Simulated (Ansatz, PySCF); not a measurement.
Pair of molecules: H2O (SMILES O) (first 3 atoms) with CH4O (SMILES CO); geometry from S66by8 set.
(charge 0, multiplicity 1):
```json
[
 {"atom": "O", "x (Å)": "-2.3241", "y (Å)": "0.0820", "z (Å)": "0.1013"},
 {"atom": "H", "x (Å)": "-2.7407", "y (Å)": "0.8809", "z (Å)": "0.4271"},
 {"atom": "H", "x (Å)": "-1.3950", "y (Å)": "0.1928", "z (Å)": "0.3423"},
 {"atom": "O", "x (Å)": "1.0509", "y (Å)": "0.1745", "z (Å)": "0.5282"},
 {"atom": "H", "x (Å)": "1.4188", "y (Å)": "-0.3976", "z (Å)": "1.2058"},
 {"atom": "C", "x (Å)": "1.5159", "y (Å)": "-0.2971", "z (Å)": "-0.7339"},
 {"atom": "H", "x (Å)": "1.0851", "y (Å)": "0.3540", "z (Å)": "-1.4870"},
 {"atom": "H", "x (Å)": "2.6018", "y (Å)": "-0.2463", "z (Å)": "-0.8082"},
 {"atom": "H", "x (Å)": "1.1875", "y (Å)": "-1.3170", "z (Å)": "-0.9330"}
]
```

Monomers are frozen at their geometry in the pair; levels with a basis set take the counterpoise correction. Rows marked so take none.

Rows in 3-21G, 6-31G* carry no dispersion term and start afresh at each structure (6-31G* with six Cartesian d functions).

Codes used: Ansatz (Gaussian orbitals); PySCF for 3-21G rows, 6-31G* rows. 

Q: One of these levels gives -4.51 kcal/mol for the interaction energy. Name it.
(A) HF/aug-cc-pVDZ
(B) HF/3-21G (no counterpoise)
(C) BP86/6-31G* (no counterpoise)
(D) r2SCAN/def2-TZVPPD

A: C, BP86/6-31G* (no counterpoise). The others give -6.54 (HF/3-21G (no counterpoise)), -3.30 (HF/aug-cc-pVDZ), -3.77 (r2SCAN/def2-TZVPPD)

Ansatz is a first-principles code.
